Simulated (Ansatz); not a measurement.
# PS2: the cost of one run

Program: Ansatz 0.2.0, Gaussian basis. Level of theory: def2-QZVPP, core rule «outside noble gas», up to 15 orbitals frozen. These are calculated values, not measurements.

The runs, in order: UHF; ROHF; CCSD(T) on UHF.

2 further runs of the same task are left out: 2 set aside as unsound or not needed.

## 1. What is computed

The geometry is a PBE0/def2-TZVP stationary point (not a proven minimum) of the parent state, kept for this charge and spin.

3 atoms, charge 1, spin multiplicity 3.

Atoms are counted from 1 here; the program's logs count them from 0.

Bond lengths: S1–P2 1.911 Å, P2–S3 1.911 Å. Angles: S1–P2–S3 132.6°.

Geometry (Å):

```
S     0.00000   -0.25002    1.75040
P     0.00000    0.51766    0.00000
S     0.00000   -0.25002   -1.75040
```

## 2. UHF

in.yaml reads:

```yaml
crystal:
  periodic: [false, false, false]
  atoms:
    - {symbol: S, position_ang: [0.000000, -0.250020, 1.750402]}
    - {symbol: P, position_ang: [0.000000, 0.517658, 0.000000]}
    - {symbol: S, position_ang: [0.000000, -0.250020, -1.750402]}
basis:
  gaussian: {orbitals: "def2-QZVPP.json"}
total_charge: 1
magnetization: {spin_polarized: true, initial_magnetization: 2}
hamiltonian: {xc: hf}
output: {orbitals: {seedname: orbitals}}
```

Launch:

```console
ansatz run in.yaml --threads 1 --pin off --events-out ev --progress --plain --max-ram 2393MiB
```

**Question.** How long does this run take on 1 thread of Arm Neoverse V1, shared host, and how much memory does it need?

About 57 s, with a peak of 0.74 GiB.
